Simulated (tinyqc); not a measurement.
Inside a calculation (part 1 of 2). Method: RHF in the sto-3g basis, for H2O, spin multiplicity 1. Computed by tinyqc, a small Python program that keeps every step (integrals from PySCF). Settings: charge = 0, multiplicity = 1, basis = sto-3g, energy threshold = 1e-08, iteration cap = 54, orthogonalisation = canonical, start = highest core orbitals, DIIS depth = 8, method = RHF. Command: `OMP_NUM_THREADS=1 python tinyqc.py 25592 25593 out.jsonl` (the two numbers bound the seeds that draw the settings). One thread of a shared host (Intel(R) Xeon(R) Processor @ 2.60GHz), about 0.06 s of CPU time with the checks. Later iterations appear only in the table of the cycle.

## One-electron integrals

Geometry (angstrom):

| atom | x | y | z |
|---|---|---|---|
| O | 0.000000 | 0.000000 | 0.000000 |
| H | 0.000000 | 0.886000 | 0.760000 |
| H | 0.000000 | -0.886000 | 0.760000 |

Basis sto-3g: exponents (1/bohr^2) and contraction coefficients of normalised primitives:

| element | l (shell) | exponent | coefficient |
|---|---|---|---|
| O | s (1) | 130.709320 | 0.154329 |
| O | s (1) | 23.808861 | 0.535328 |
| O | s (1) | 6.443608 | 0.444635 |
| O | s (2) | 5.033151 | -0.099967 |
| O | s (2) | 1.169596 | 0.399513 |
| O | s (2) | 0.380389 | 0.700115 |
| O | p (3) | 5.033151 | 0.155916 |
| O | p (3) | 1.169596 | 0.607684 |
| O | p (3) | 0.380389 | 0.391957 |
| H | s (1) | 3.425251 | 0.154329 |
| H | s (1) | 0.623914 | 0.535328 |
| H | s (1) | 0.168855 | 0.444635 |

Overlap, kinetic and nuclear-attraction integrals over the contracted functions; the nuclear repulsion is the sum of Za Zb / Rab.

nuclear repulsion = 7.55196481 hartree

overlap S:
```
           1O 1s     1O 2s    1O 2px     1O 2py    1O 2pz     2H 1s      3H 1s
1O 1s   1.000000  0.236704  0.000000   0.000000  0.000000  0.032743   0.032743
1O 2s   0.236704  1.000000  0.000000   0.000000  0.000000  0.348172   0.348172
1O 2px  0.000000  0.000000  1.000000   0.000000  0.000000  0.000000   0.000000
1O 2py  0.000000  0.000000  0.000000   1.000000  0.000000  0.238946  -0.238946
1O 2pz  0.000000  0.000000  0.000000   0.000000  1.000000  0.204965   0.204965
2H 1s   0.032743  0.348172  0.000000   0.238946  0.204965  1.000000   0.171363
3H 1s   0.032743  0.348172  0.000000  -0.238946  0.204965  0.171363   1.000000
```

kinetic energy T (hartree):
```
            1O 1s      1O 2s    1O 2px     1O 2py    1O 2pz      2H 1s      3H 1s
1O 1s   29.003200  -0.168011  0.000000   0.000000  0.000000  -0.008923  -0.008923
1O 2s   -0.168011   0.808128  0.000000   0.000000  0.000000   0.049783   0.049783
1O 2px   0.000000   0.000000  2.528731   0.000000  0.000000   0.000000   0.000000
1O 2py   0.000000   0.000000  0.000000   2.528731  0.000000   0.113397  -0.113397
1O 2pz   0.000000   0.000000  0.000000   0.000000  2.528731   0.097271   0.097271
2H 1s   -0.008923   0.049783  0.000000   0.113397  0.097271   0.760032  -0.005315
3H 1s   -0.008923   0.049783  0.000000  -0.113397  0.097271  -0.005315   0.760032
```

nuclear attraction V (hartree):
```
             1O 1s      1O 2s     1O 2px     1O 2py     1O 2pz      2H 1s      3H 1s
1O 1s   -61.525121  -7.397691   0.000000   0.000000  -0.013592  -1.046811  -1.046811
1O 2s    -7.397691  -9.955651   0.000000   0.000000  -0.167869  -2.623153  -2.623153
1O 2px    0.000000   0.000000  -9.830992   0.000000   0.000000   0.000000   0.000000
1O 2py    0.000000   0.000000   0.000000  -9.920063   0.000000  -1.575537   1.575537
1O 2pz   -0.013592  -0.167869   0.000000   0.000000  -9.896531  -1.395386  -1.395386
2H 1s    -1.046811  -2.623153   0.000000  -1.575537  -1.395386  -5.093961  -0.957245
3H 1s    -1.046811  -2.623153   0.000000   1.575537  -1.395386  -0.957245  -5.093961
```

core Hamiltonian H = T + V (hartree):
```
             1O 1s      1O 2s     1O 2px     1O 2py     1O 2pz      2H 1s      3H 1s
1O 1s   -32.521921  -7.565702   0.000000   0.000000  -0.013592  -1.055734  -1.055734
1O 2s    -7.565702  -9.147523   0.000000   0.000000  -0.167869  -2.573369  -2.573369
1O 2px    0.000000   0.000000  -7.302261   0.000000   0.000000   0.000000   0.000000
1O 2py    0.000000   0.000000   0.000000  -7.391332   0.000000  -1.462140   1.462140
1O 2pz   -0.013592  -0.167869   0.000000   0.000000  -7.367799  -1.298116  -1.298116
2H 1s    -1.055734  -2.573369   0.000000  -1.462140  -1.298116  -4.333929  -0.962559
3H 1s    -1.055734  -2.573369   0.000000   1.462140  -1.298116  -0.962559  -4.333929
```

## Two-electron integrals

Functions are numbered as in S; the eight-fold symmetry (ij|kl) = (ji|kl) = (kl|ij) leaves the list below.

Two-electron integrals (ij|kl) in chemists' order, unique and non-zero (hartree):
```
(11|11) 4.785065    (21|11) 0.741380    (21|21) 0.136873    (22|11) 1.118947
(22|21) 0.256633    (22|22) 0.817206    (31|31) 0.024477    (32|31) 0.037809
(32|32) 0.180518    (33|11) 1.115814    (33|21) 0.256684    (33|22) 0.817023
(33|33) 0.880159    (41|41) 0.024477    (42|41) 0.037809    (42|42) 0.180518
(43|43) 0.047444    (44|11) 1.115814    (44|21) 0.256684    (44|22) 0.817023
(44|33) 0.785270    (44|44) 0.880159    (51|51) 0.024477    (52|51) 0.037809
(52|52) 0.180518    (53|53) 0.047444    (54|54) 0.047444    (55|11) 1.115814
(55|21) 0.256684    (55|22) 0.817023    (55|33) 0.785270    (55|44) 0.785270
(55|55) 0.880159    (61|11) 0.103713    (61|21) 0.019005    (61|22) 0.035471
(61|33) 0.035402    (61|41) 0.000655    (61|42) 0.001236    (61|44) 0.035524
(61|51) 0.000561    (61|52) 0.001060    (61|54) 0.000105    (61|55) 0.035492
(61|61) 0.002672    (62|11) 0.276878    (62|21) 0.064407    (62|22) 0.230130
(62|33) 0.226046    (62|41) 0.003669    (62|42) 0.029182    (62|44) 0.232973
(62|51) 0.003147    (62|52) 0.025032    (62|54) 0.005942    (62|55) 0.231143
(62|61) 0.009135    (62|62) 0.083316    (63|31) 0.006433    (63|32) 0.038550
(63|43) 0.005907    (63|53) 0.005067    (63|63) 0.011296    (64|11) 0.159305
(64|21) 0.037508    (64|22) 0.143093    (64|33) 0.136753    (64|41) 0.008290
(64|42) 0.055531    (64|44) 0.152623    (64|51) 0.001593    (64|52) 0.014566
(64|54) 0.008546    (64|55) 0.139737    (64|61) 0.005531    (64|62) 0.062993
(64|64) 0.058387    (65|11) 0.136650    (65|21) 0.032174    (65|22) 0.122743
(65|33) 0.117305    (65|41) 0.001593    (65|42) 0.014566    (65|44) 0.120784
(65|51) 0.007800    (65|52) 0.051045    (65|54) 0.008891    (65|55) 0.129999
(65|61) 0.004744    (65|62) 0.054035    (65|64) 0.040394    (65|65) 0.045946
(66|11) 0.445863    (66|21) 0.105371    (66|22) 0.433733    (66|33) 0.417133
(66|41) 0.007130    (66|42) 0.079986    (66|44) 0.445519    (66|51) 0.006116
(66|52) 0.068611    (66|54) 0.024349    (66|55) 0.438019    (66|61) 0.015039
(66|62) 0.206381    (66|64) 0.178121    (66|65) 0.152790    (66|66) 0.774606
(71|11) 0.103713    (71|21) 0.019005    (71|22) 0.035471    (71|33) 0.035402
(71|41) -0.000655   (71|42) -0.001236   (71|44) 0.035524    (71|51) 0.000561
(71|52) 0.001060    (71|54) -0.000105   (71|55) 0.035492    (71|61) 0.002635
(71|62) 0.008868    (71|64) 0.004950    (71|65) 0.004610    (71|66) 0.014498
(71|71) 0.002672    (72|11) 0.276878    (72|21) 0.064407    (72|22) 0.230130
(72|33) 0.226046    (72|41) -0.003669   (72|42) -0.029182   (72|44) 0.232973
(72|51) 0.003147    (72|52) 0.025032    (72|54) -0.005942   (72|55) 0.231143
(72|61) 0.008868    (72|62) 0.066627    (72|64) 0.035029    (72|65) 0.042012
(72|66) 0.133438    (72|71) 0.009135    (72|72) 0.083316    (73|31) 0.006433
(73|32) 0.038550    (73|43) -0.005907   (73|53) 0.005067    (73|63) 0.008715
(73|73) 0.011296    (74|11) -0.159305   (74|21) -0.037508   (74|22) -0.143093
(74|33) -0.136753   (74|41) 0.008290    (74|42) 0.055531    (74|44) -0.152623
(74|51) -0.001593   (74|52) -0.014566   (74|54) 0.008546    (74|55) -0.139737
(74|61) -0.004950   (74|62) -0.035029   (74|64) -0.010144   (74|65) -0.021669
(74|66) -0.064224   (74|71) -0.005531   (74|72) -0.062993   (74|74) 0.058387
(75|11) 0.136650    (75|21) 0.032174    (75|22) 0.122743    (75|33) 0.117305
(75|41) -0.001593   (75|42) -0.014566   (75|44) 0.120784    (75|51) 0.007800
(75|52) 0.051045    (75|54) -0.008891   (75|55) 0.129999    (75|61) 0.004610
(75|62) 0.042012    (75|64) 0.021669    (75|65) 0.034822    (75|66) 0.091691
(75|71) 0.004744    (75|72) 0.054035    (75|74) -0.040394   (75|75) 0.045946
(76|11) 0.094104    (76|21) 0.022121    (76|22) 0.086724    (76|33) 0.084545
(76|44) 0.086103    (76|51) 0.001626    (76|52) 0.015837    (76|55) 0.089427
(76|61) 0.003109    (76|62) 0.031903    (76|64) 0.021007    (76|65) 0.023282
(76|66) 0.085245    (76|71) 0.003109    (76|72) 0.031903    (76|74) -0.021007
(76|75) 0.023282    (76|76) 0.015760    (77|11) 0.445863    (77|21) 0.105371
(77|22) 0.433733    (77|33) 0.417133    (77|41) -0.007130   (77|42) -0.079986
(77|44) 0.445519    (77|51) 0.006116    (77|52) 0.068611    (77|54) -0.024349
(77|55) 0.438019    (77|61) 0.014498    (77|62) 0.133438    (77|64) 0.064224
(77|65) 0.091691    (77|66) 0.296322    (77|71) 0.015039    (77|72) 0.206381
(77|74) -0.178121   (77|75) 0.152790    (77|76) 0.085245    (77|77) 0.774606
```

## Orthogonalisation

S = U s U^T; canonical form X = U s^(-1/2), so that X^T S X = 1. Each column of U has its largest component positive (the first on a tie).

eigenvalues of S: 0.475261  0.565704  0.882422  1.000000  1.108147  1.262933  1.705533

X:
```
                1          2          3         4          5          6         7
1O 1s   -0.367616   0.000000   0.717765  0.000000   0.617376   0.000000  0.185657
1O 2s    0.985925   0.000000  -0.303199  0.000000   0.326119   0.000000  0.445862
1O 2px   0.000000   0.000000   0.000000  1.000000   0.000000   0.000000  0.000000
1O 2py   0.000000   0.816470   0.000000  0.000000   0.000000   0.702288  0.000000
1O 2pz   0.482784   0.000000   0.672156  0.000000  -0.603493   0.000000  0.225807
2H 1s   -0.617996  -0.741986  -0.192790  0.000000  -0.159212   0.386393  0.388637
3H 1s   -0.617996   0.741986  -0.192790  0.000000  -0.159212  -0.386393  0.388637
```

## Starting guess

The start is the highest orbitals of the core Hamiltonian (a deliberately bad start); D = 2 C_occ C_occ^T.

D at the start:
```
            1O 1s      1O 2s    1O 2px     1O 2py     1O 2pz      2H 1s      3H 1s
1O 1s    0.018026  -0.094866  0.000000   0.000000   0.141422   0.059747   0.059747
1O 2s   -0.094866   0.572548  0.000000   0.000000  -0.510207  -0.579257  -0.579257
1O 2px   0.000000   0.000000  2.000000   0.000000   0.000000   0.000000   0.000000
1O 2py   0.000000   0.000000  0.000000   2.319663   0.000000  -0.668900   0.668900
1O 2pz   0.141422  -0.510207  0.000000   0.000000   1.856761  -0.376833  -0.376833
2H 1s    0.059747  -0.579257  0.000000  -0.668900  -0.376833   2.554505  -0.244868
3H 1s    0.059747  -0.579257  0.000000   0.668900  -0.376833  -0.244868   2.554505
```

## Iteration 1: building the Fock matrix

J_ij = sum D_kl (ij|kl), K_ij = sum D_kl (ik|jl); F = H + J - 0.5 K; E = tr D H + tr D J / 2 - 0.25 tr D K + E_nn.

Coulomb J (hartree):
```
            1O 1s      1O 2s    1O 2px     1O 2py     1O 2pz     2H 1s      3H 1s
1O 1s    8.460855   1.953680  0.000000   0.000000  -0.024385  0.269391   0.269391
1O 2s    1.953680   6.566504  0.000000   0.000000  -0.004392  1.998931   1.998931
1O 2px   0.000000   0.000000  6.510859   0.000000   0.000000  0.000000   0.000000
1O 2py   0.000000   0.000000  0.000000   6.621728   0.000000  1.308286  -1.308286
1O 2pz  -0.024385  -0.004392  0.000000   0.000000   6.562680  1.131990   1.131990
2H 1s    0.269391   1.998931  0.000000   1.308286   1.131990  4.644434   0.829643
3H 1s    0.269391   1.998931  0.000000  -1.308286   1.131990  0.829643   4.644434
```

exchange K (hartree):
```
            1O 1s      1O 2s    1O 2px     1O 2py     1O 2pz     2H 1s      3H 1s
1O 1s    0.165658   0.226929  0.000000   0.000000  -0.024015  0.037387   0.037387
1O 2s    0.226929   1.296017  0.000000   0.000000  -0.618906  0.400972   0.400972
1O 2px   0.000000   0.000000  1.997305   0.000000   0.000000  0.000000   0.000000
1O 2py   0.000000   0.000000  0.000000   2.076621   0.000000  0.435765  -0.435765
1O 2pz  -0.024015  -0.618906  0.000000   0.000000   1.817347  0.207512   0.207512
2H 1s    0.037387   0.400972  0.000000   0.435765   0.207512  1.596036   0.194321
3H 1s    0.037387   0.400972  0.000000  -0.435765   0.207512  0.194321   1.596036
```

Fock matrix F (hartree):
```
             1O 1s      1O 2s     1O 2px     1O 2py     1O 2pz      2H 1s      3H 1s
1O 1s   -24.143895  -5.725487   0.000000   0.000000  -0.025970  -0.805037  -0.805037
1O 2s    -5.725487  -3.229027   0.000000   0.000000   0.137192  -0.774924  -0.774924
1O 2px    0.000000   0.000000  -1.790054   0.000000   0.000000   0.000000   0.000000
1O 2py    0.000000   0.000000   0.000000  -1.807915   0.000000  -0.371737   0.371737
1O 2pz   -0.025970   0.137192   0.000000   0.000000  -1.713793  -0.269881  -0.269881
2H 1s    -0.805037  -0.774924   0.000000  -0.371737  -0.269881  -0.487513  -0.230076
3H 1s    -0.805037  -0.774924   0.000000   0.371737  -0.269881  -0.230076  -0.487513
```

total energy of this density = -28.15653789 hartree

## Iteration 1: diagonalisation and new density

Diagonalise F' = X^T F X, C = X C', fill 5 alpha and 5 beta electrons from the bottom; D = 2 C_occ C_occ^T. Each column has its largest component positive (the first on a tie).

F' = X^T F X (hartree):
```
           1          2           3          4           5          6          7
1  -1.579899   0.000000    2.865871   0.000000    2.843257   0.000000   0.558596
2   0.000000  -0.587851    0.000000   0.000000    0.000000  -0.736174   0.000000
3   2.865871   0.000000  -10.747720   0.000000   -9.548075   0.000000  -4.612322
4   0.000000   0.000000    0.000000  -1.790054    0.000000   0.000000   0.000000
5   2.843257   0.000000   -9.548075   0.000000  -12.172910   0.000000  -5.143882
6   0.000000  -0.736174    0.000000   0.000000    0.000000  -1.372045   0.000000
7   0.558596   0.000000   -4.612322   0.000000   -5.143882   0.000000  -3.564890
```

orbital energies (hartree): MO1 -24.143933, MO2 -2.050294, MO3 -1.814030, MO4 -1.790054, MO5 -1.653282, MO6 -0.217911, MO7 -0.145866

coefficients C:
```
             MO1        MO2        MO3       MO4        MO5        MO6        MO7
1O 1s   0.999910  -0.226561   0.000000  0.000000  -0.101931   0.066401   0.000000
1O 2s   0.000303   0.965562   0.000000  0.000000   0.437658  -0.495246   0.000000
1O 2px  0.000000   0.000000   0.000000  1.000000   0.000000   0.000000   0.000000
1O 2py  0.000000   0.000000   1.022372  0.000000   0.000000   0.000000  -0.338507
1O 2pz  0.001046  -0.384392   0.000000  0.000000   0.935314  -0.278379   0.000000
2H 1s   0.000264  -0.029938  -0.050653  0.000000  -0.044166   0.769823   0.835031
3H 1s   0.000264  -0.029938   0.050653  0.000000  -0.044166   0.769823  -0.835031
```

D after iteration 1:
```
            1O 1s      1O 2s    1O 2px     1O 2py     1O 2pz      2H 1s      3H 1s
1O 1s    2.123080  -0.526133  0.000000   0.000000  -0.014408   0.023098   0.023098
1O 2s   -0.526133   2.247712  0.000000   0.000000   0.076388  -0.096473  -0.096473
1O 2px   0.000000   0.000000  2.000000   0.000000   0.000000   0.000000   0.000000
1O 2py   0.000000   0.000000  0.000000   2.090489   0.000000  -0.103572   0.103572
1O 2pz  -0.014408   0.076388  0.000000   0.000000   2.045141  -0.059601  -0.059601
2H 1s    0.023098  -0.096473  0.000000  -0.103572  -0.059601   0.010825   0.000562
3H 1s    0.023098  -0.096473  0.000000   0.103572  -0.059601   0.000562   0.010825
```

## Iteration 2: building the Fock matrix

As before.

Coulomb J (hartree):
```
            1O 1s     1O 2s    1O 2px     1O 2py    1O 2pz     2H 1s      3H 1s
1O 1s   18.554158  3.537736  0.000000   0.000000  0.001523  0.491526   0.491526
1O 2s    3.537736  8.790775  0.000000   0.000000  0.000227  2.396761   2.396761
1O 2px   0.000000  0.000000  8.783745   0.000000  0.000000  0.000000   0.000000
1O 2py   0.000000  0.000000  0.000000   8.782881  0.000000  1.463527  -1.463527
1O 2pz   0.001523  0.000227  0.000000   0.000000  8.782265  1.254790   1.254790
2H 1s    0.491526  2.396761  0.000000   1.463527  1.254790  4.350510   0.881382
3H 1s    0.491526  2.396761  0.000000  -1.463527  1.254790  0.881382   4.350510
```

exchange K (hartree):
```
           1O 1s     1O 2s    1O 2px     1O 2py    1O 2pz     2H 1s      3H 1s
1O 1s   9.838688  1.715186  0.000000   0.000000  0.000588  0.253103   0.253103
1O 2s   1.715186  2.865951  0.000000   0.000000  0.008408  0.732877   0.732877
1O 2px  0.000000  0.000000  2.356784   0.000000  0.000000  0.000000   0.000000
1O 2py  0.000000  0.000000  0.000000   2.365140  0.000000  0.359549  -0.359549
1O 2pz  0.000588  0.008408  0.000000   0.000000  2.359437  0.314283   0.314283
2H 1s   0.253103  0.732877  0.000000   0.359549  0.314283  0.340045   0.185925
3H 1s   0.253103  0.732877  0.000000  -0.359549  0.314283  0.185925   0.340045
```

Fock matrix F (hartree):
```
             1O 1s      1O 2s    1O 2px     1O 2py     1O 2pz      2H 1s      3H 1s
1O 1s   -18.887108  -4.885559  0.000000   0.000000  -0.012363  -0.690760  -0.690760
1O 2s    -4.885559  -1.789723  0.000000   0.000000  -0.171846  -0.543047  -0.543047
1O 2px    0.000000   0.000000  0.303092   0.000000   0.000000   0.000000   0.000000
1O 2py    0.000000   0.000000  0.000000   0.208979   0.000000  -0.178387   0.178387
1O 2pz   -0.012363  -0.171846  0.000000   0.000000   0.234747  -0.200467  -0.200467
2H 1s    -0.690760  -0.543047  0.000000  -0.178387  -0.200467  -0.153442  -0.174140
3H 1s    -0.690760  -0.543047  0.000000   0.178387  -0.200467  -0.174140  -0.153442
```

total energy of this density = -73.59788629 hartree

## Iteration 2: DIIS over 2 matrices

error matrix X^T (FDS - SDF) X:
```
           1          2          3         4          5         6          7
1   0.000000   0.000000  -0.127135  0.000000  -0.429839  0.000000   0.676406
2   0.000000   0.000000   0.000000  0.000000   0.000000  0.769550   0.000000
3   0.127135   0.000000   0.000000  0.000000  -0.106197  0.000000   0.131455
4   0.000000   0.000000   0.000000  0.000000   0.000000  0.000000   0.000000
5   0.429839   0.000000   0.106197  0.000000   0.000000  0.000000  -0.120559
6   0.000000  -0.769550   0.000000  0.000000   0.000000  0.000000   0.000000
7  -0.676406   0.000000  -0.131455  0.000000   0.120559  0.000000   0.000000
```

B (overlaps of the stored error matrices):
```
                1               2
1   5.6522196e-01  -4.8997230e-01
2  -4.8997230e-01   2.5875001e+00
```

Minimise |sum c_i e_i|^2 with sum c_i = 1: solve [B -1; -1 0][c; lambda] = [0; -1] with B_ij = tr e_i^T e_j, and take F = sum c_i F_i.

DIIS coefficients: 0.744670  0.255330

extrapolated F (hartree):
```
             1O 1s      1O 2s     1O 2px     1O 2py     1O 2pz      2H 1s      3H 1s
1O 1s   -22.801679  -5.511028   0.000000   0.000000  -0.022496  -0.775859  -0.775859
1O 2s    -5.511028  -2.861530   0.000000   0.000000   0.058285  -0.715719  -0.715719
1O 2px    0.000000   0.000000  -1.255611   0.000000   0.000000   0.000000   0.000000
1O 2py    0.000000   0.000000   0.000000  -1.292941   0.000000  -0.322369   0.322369
1O 2pz   -0.022496   0.058285   0.000000   0.000000  -1.216272  -0.252158  -0.252158
2H 1s    -0.775859  -0.715719   0.000000  -0.322369  -0.252158  -0.402214  -0.215794
3H 1s    -0.775859  -0.715719   0.000000   0.322369  -0.252158  -0.215794  -0.402214
```
